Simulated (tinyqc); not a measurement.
Extended Hueckel theory, for SiH3, step by step. One step of it, computed by the program tinyqc.

Task: Wolfsberg-Helmholz matrix. H_ij = K' S_ij (H_ii + H_jj)/2 for i != j (the diagonal keeps H_ii), with K' = 1.75.

overlap S, order 1Si 3s, 1Si 3px, 1Si 3py, 1Si 3pz, 2H 1s, 3H 1s, 4H 1s:
```
[[1.000000, 0.000000, 0.000000, 0.000000, 0.408406, 0.408637, 0.408637],
 [0.000000, 1.000000, 0.000000, 0.000000, 0.514222, -0.257158, -0.257158],
 [0.000000, 0.000000, 1.000000, 0.000000, 0.000000, 0.445532, -0.445532],
 [0.000000, 0.000000, 0.000000, 1.000000, -0.046967, -0.047007, -0.047007],
 [0.408406, 0.514222, 0.000000, -0.046967, 1.000000, 0.036763, 0.036763],
 [0.408637, -0.257158, 0.445532, -0.047007, 0.036763, 1.000000, 0.036786],
 [0.408637, -0.257158, -0.445532, -0.047007, 0.036763, 0.036786, 1.000000]]
```

diagonal H_ii (eV): [-17.300000, -9.200000, -9.200000, -9.200000, -13.600000, -13.600000, -13.600000]

K = 1.750000

Give: H.

Result:

H (eV), order 1Si 3s, 1Si 3px, 1Si 3py, 1Si 3pz, 2H 1s, 3H 1s, 4H 1s:
```
[[-17.300, 0.000, 0.000, 0.000, -11.042, -11.049, -11.049],
 [0.000, -9.200, 0.000, 0.000, -10.259, 5.130, 5.130],
 [0.000, 0.000, -9.200, 0.000, 0.000, -8.888, 8.888],
 [0.000, 0.000, 0.000, -9.200, 0.937, 0.938, 0.938],
 [-11.042, -10.259, 0.000, 0.937, -13.600, -0.875, -0.875],
 [-11.049, 5.130, -8.888, 0.938, -0.875, -13.600, -0.875],
 [-11.049, 5.130, 8.888, 0.938, -0.875, -0.875, -13.600]]
```
